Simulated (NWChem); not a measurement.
# Total energies of CH$_{3}$

```xyz
4

C      0.0000     0.0000     0.0000
H      0.0000     0.0000     1.0908
H     -0.9447     0.0000    -0.5454
H      0.9447     0.0000    -0.5454
```
Charge 0, spin multiplicity 2.

Program: NWChem. All single points use one geometry, from UB3LYP/def2-SVP, a minimum by its harmonic frequencies.

Basis set: 3-21G (15 functions).

| method | total energy (Ha) |
|---|---|
| UHF | -39.34185 |
| UMP2 | -39.41800 |
| UB2PLYP | -39.54893 |
| UPBE | -39.55223 |
| UB3LYP | -39.62208 |
| UTPSS | -39.62854 |

Total energies of different functionals aren't comparable as a measure of quality: only differences taken within one method are. 

The correlated methods keep 1 core orbital frozen. B3LYP has NWChem's definition, with VWN1-RPA local correlation. The structure started from a generated list of species. The unpaired electrons of the parent sit in orbitals of symmetry b2 (C2v labels of the run); other states weren't searched. The stability of the SCF solutions was not checked. Open-shell Hartree-Fock references start from PBE0 orbitals.
